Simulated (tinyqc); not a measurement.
Orbital energy against energy difference: ionisation energy by orbital energies and by energy differences in the cc-pvdz basis, for CO, spin multiplicity 1. Computed by the program tinyqc with PySCF. 

Geometry (angstrom):
```
atom,x,y,z
C,0.0000,0.0000,0.0000
O,0.0000,0.0000,1.0430
```

CCSD(T) difference in the same basis = 13.4258 eV

IP-EOM-CCSD = 13.5882 eV

The cation is unrestricted; errors are against CCSD(T) in this basis, not against experiment.

First vertical ionisation energy (eV):
```
method,-e(HOMO),E(cation) - E,error of -e(HOMO),error of the difference
HF,14.610,12.81187,1.184,-0.614
LDA,8.419,13.76543,-5.007,0.340
PBE,8.375,13.54179,-5.051,0.116
B3LYP,9.885,13.85785,-3.540,0.432
PBE0,10.178,13.69139,-3.248,0.266
CAM-B3LYP,11.745,13.92284,-1.681,0.497
LC-wPBE,13.285,13.82107,-0.140,0.395
```

Koopmans errs by +1.18 eV and Delta-HF by -0.61 eV: relaxation, 1.80 eV, lowers the value and the missing correlation difference works against it. The PBE level is off by -5.1 eV through the wrong tail of its potential, though its energy difference is off by +0.12 eV; exact exchange deepens the level, and among the orbital energies LC-wPBE comes closest; among the differences PBE does.
